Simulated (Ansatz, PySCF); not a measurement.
This Ansatz (an electronic-structure program) input computes a CCSD(T)/cc-pVDZ energy:

Ansatz 0.2 input:
```yaml
crystal:
  periodic: [false, false, false]
  atoms:
    - {symbol: C, position_ang: [-0.01960273, 0.53041536, 0.01007793]}
    - {symbol: O, position_ang: [0.02915470, -0.78887498, -0.01498868]}
    - {symbol: H, position_ang: [-1.06290528, 1.00482270, 0.02799415]}
    - {symbol: H, position_ang: [0.48134512, 1.04526317, 0.90330047]}
    - {symbol: H, position_ang: [0.46593892, 1.07842182, -0.87185278]}
basis:
  gaussian:
    orbitals: cc-pVDZ
total_charge: -1
magnetization: {spin_polarized: false}
correlation: {method: ccsd_t, electrons: outside_noble_gas}
```

Write an input for the same energy in PySCF and say what it gives.


```python
from pyscf import gto, scf, mp, cc as ccmod

mol = gto.M(
    atom='''
    C    -0.01960273    0.53041536    0.01007793
    O     0.02915470   -0.78887498   -0.01498868
    H    -1.06290528    1.00482270    0.02799415
    H     0.48134512    1.04526317    0.90330047
    H     0.46593892    1.07842182   -0.87185278
    ''',
    basis='cc-pvdz',
    charge=-1,
    spin=0,
    verbose=4,
)

mf = scf.RHF(mol)
mf.conv_tol = 1e-10
mf.max_cycle = 100
mf.kernel()
mp2 = mp.MP2(mf, frozen=2).run()
cc = ccmod.CCSD(mf, frozen=2)
cc.max_cycle = 100
cc.kernel()
et = cc.ccsd_t()
print(f'E(CCSD(T)) = {cc.e_tot + et:.9f}')
```
It gives -114.76659 Eh, and Ansatz -114.76659 Eh, a difference of 0.00 mEh.

It need not be the lowest isomer of its formula. Whether it binds its extra electron was not tested at this geometry.
